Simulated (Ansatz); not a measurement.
CaO (rock salt): values from a third-order Birch-Murnaghan fit to a volume scan beside measured ones. Computed values: PBEsol (plane waves to 420 eV, PAW, scalar-relativistic; Ansatz, an electronic-structure program). CaO was relaxed with its symmetry unable to fall.

```csv
quantity,reference,kind,PBEsol,difference
Lattice constant a (Å),4.781,"measured, corrected to the static lattice",4.767,-0.3 %
Bulk modulus B₀ (GPa),120,measured at or taken to low temperature,115,-3.8 %
```

For the lattice constant a it lies within 0.3 % of the reference. For the bulk modulus B₀ it lies within 5 % of the reference.

References as given in: Wei Chen, Giacomo Miceli, Gian-Marco Rignanese et al., Physical Review Materials (2018), doi:10.1103/physrevmaterials.2.073803.

(A scan under strain: stresses follow from slopes of the energy per volume, elastic moduli from its curvatures.)
